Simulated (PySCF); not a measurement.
Oxygen: a sound run and one with changed settings

Sound run: O [He] 2s2 2p4, O⁺ [He] 2s2 2p3. All numbers are calculated (PySCF 2.14, the spin-free X2C one-electron Hamiltonian (Gaussian nucleus), in x2c-SVPall). In the sound run the correlated levels freeze 1s2. The sound run starts from symmetry-adapted Hartree-Fock orbitals and uses a fine grid where one is needed.

A second run was set up differently.

| species | method | sound run (hartree) | changed run (hartree) | converged |
| --- | --- | --- | --- | --- |
| O | MP2 | -74.87310 | -74.82107 | yes |
| O | CCSD(T) | -74.88917 | -74.82851 | yes |
| O⁺ | MP2 | -74.39708 | -74.34463 | yes |
| O⁺ | CCSD(T) | -74.41259 | -74.34800 | yes |

Ionisation energy of O:

```json
{"method": "UHF", "sound run (eV)": "12.072", "changed run (eV)": "12.072"}
{"method": "MP2", "sound run (eV)": "12.953", "changed run (eV)": "12.965"}
{"method": "SCS-MP2", "sound run (eV)": "12.975", "changed run (eV)": "13.092"}
{"method": "CCSD", "sound run (eV)": "12.961", "changed run (eV)": "13.072"}
{"method": "CCSD(T)", "sound run (eV)": "12.969", "changed run (eV)": "13.076"}
```

What was changed?
A. a valence shell is frozen
B. basis contracted for another Hamiltonian
C. all electrons correlated in a valence basis
D. level shift left on

A. Freezing a valence shell removes pair correlation that changes on ionisation.
